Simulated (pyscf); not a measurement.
This saddle point was located with ωB97X-D3(BJ)/def2-SVP in PySCF.

```
Si
O 1 1.6660
H 2 0.9648 1 114.77
O 1 1.6698 2 104.02 3 -25.08
H 4 0.9621 1 118.31 2 167.49
H 1 1.4958 2 111.97 3 94.25
H 1 1.8349 6 92.35 4 101.57
H 7 1.0483 1 152.84 6 93.14
Si 8 1.6801 7 76.79 1 28.52
H 9 1.4974 8 83.54 7 82.16
H 9 1.5071 10 159.31 7 4.00
H 9 1.5152 10 100.93 7 -179.71
```
Charge 0, spin multiplicity 1.

Surface: singlet, charge 0. Lowest wavenumbers (cm⁻¹): 1352i, 83, 116, 153, 168.

### Question
What reaction is this the transition state of?

### Answer
HO–SiH₂–OH (SMILES O[SiH2]O) + SiH₄ (SMILES [SiH4]) ⇌ HO–SiH(OH)–SiH₃ (SMILES O[SiH](O)[SiH3]) + H₂ (SMILES [H][H]), a four-centre exchange read from left to right: H–Si, H–Si broken and Si–Si, H–H formed. At ωB97M-D3(BJ)/def2-TZVP it lies +317.5 kJ/mol from the left side and +275.7 kJ/mol from the right (each side as separated species at their lowest minima found). At the saddle there is also a short H–Si contact that neither side keeps. The same reactants have a lower exit, to HO–SiH₃ + HO–SiH₃ (barrier +117.5 kJ/mol at ωB97M-D3(BJ)/def2-TZVP, against +317.5 kJ/mol here). HO–SiH(OH)–SiH₃ lies 120.7 kJ/mol over its isomer HO–SiH₂–O–SiH₃ (electronic energy, ωB97M-D3(BJ)/def2-TZVP). This is the saddle that the search found; another between the same sides may lie lower.
